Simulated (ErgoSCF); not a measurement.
# BH5S (SMILES [BH3-][SH2+]) at PBE0/pcseg-1

We compute a single-point energy of BH5S. 

The results are computed with ErgoSCF 3.8.

10 further runs of the same task are left out: 1 that didn't finish, 9 set aside as unsound or not needed.

### Step 1. Starting point

The species is BH5S (7 atoms), meant as a singlet with charge 0. As SMILES, `[BH3-][SH2+]`. Geometry: relaxed at PBE0-D4/def2-TZVP.

Bond lengths: B1–S2 1.975 Å, B1–H3 1.207 Å, B1–H4 1.203 Å, B1–H5 1.207 Å, S2–H6 1.346 Å, S2–H7 1.346 Å. Angles: B1–S2–H6 103.7°, B1–S2–H7 103.7°, S2–B1–H3 100.3°, S2–B1–H4 107.0°, S2–B1–H5 100.3°, H6–S2–H7 92.5°, H3–B1–H4 116.2°, H3–B1–H5 113.7°, H4–B1–H5 116.2°.

### Step 2. The energy at PBE0/pcseg-1

Input file run.inp:

```
# BH5S
set_nthreads("env")
molecule_inline
B   -0.99324005  -0.87210861  -0.95298888
S    1.07449827   1.84739626   0.54972133
H   -3.06740345   0.06878603  -0.81541682
H   -0.65082168  -2.73556754   0.30178926
H   -0.14248535  -0.91103696  -3.06986009
H    0.54046167   1.70793447   3.03282146
H    3.35501976   0.76628394   0.86719532
EOF
tmpdir = "."
scf.max_number_of_iterations = 70
charge = 0
scf.output_mulliken_pop = 1
basis = "pcseg-1"
scf.convergence_threshold = 1e-06
scf.use_diagonalization = 1
run "PBE0"
```

The basis set pcseg-1 is read from a file made from the Basis Set Exchange's data (not shown).

Started as:

```
$ ergo < run.inp
```

Q: Predict the results. Wanted: total energy; dipole moment.

Computed results:

At PBE0/pcseg-1:

| quantity | value |
| --- | --- |
| total energy | -425.80699 Eh |
| dipole moment | 4.23 D |
